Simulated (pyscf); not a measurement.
H₃C–Si(Cl)(Cl)–Cl → H₃C–Cl + Cl–Si:–Cl [singlet], a 1,1-elimination (singlet surface; C–Si, Cl–Si broken, C–Cl formed). Optimised with ωB97X-D3(BJ)/def2-SVP in PySCF. Energies in eV from the reactant's lowest minimum found.

Small-basis levels: PySCF, no dispersion term, spherical d functions. AM1 to PM7: differences of heats of formation from MOPAC, which are fitted to 298 K values and so differ in kind from electronic energies by zero-point and thermal terms. GFN2-xTB: tblite. Cost: rough CPU time at the saddle relative to B3LYP/6-31G*, from one job on a shared machine.

| level | barrier | reaction energy | cost |
|---|---|---|---|
| HF/STO-3G | 6.12 | +3.13 | 0.04 |
| HF/3-21G | 4.50 | +2.60 | 0.06 |
| MP2/6-31G* | 5.35 | +3.29 | 0.1 |
| PBE/6-31G* | 4.21 | +2.96 | 1 |
| B3LYP/STO-3G | 4.72 | +2.96 | 0.6 |
| B3LYP/LANL2DZ | 3.95 | +2.45 | 0.5 |
| GFN2-xTB | 4.06 | +2.30 | under 0.02 |
| AM1 | 4.14 | +3.42 | under 0.02 |
| PM3 | 3.53 | +3.03 | under 0.02 |
| ωB97M-D3(BJ)/def2-TZVP | 4.94 | +3.29 | – |

Against the last row the barrier runs from -1.42 (PM3) to +1.18 eV (HF/STO-3G). ωB97M-D3(BJ)/def2-TZVP has limits of its own. On the product side the descent ends in a complex, 0.33 eV under the separated species and 1.87 eV under the saddle at ωB97X-D3(BJ)/def2-TZVP. At ωB97X-D3(BJ)/def2-TZVP the barrier from the zero used here is 5.12 eV. The same reactants have a lower exit, to H₂C=Si(Cl)–Cl + HCl (barrier +3.76 eV at ωB97M-D3(BJ)/def2-TZVP, against +4.94 eV here). This is the saddle that the search found; another between the same sides may lie lower. One closed-shell reference is unstable to symmetry breaking; treat the single-reference values with care.
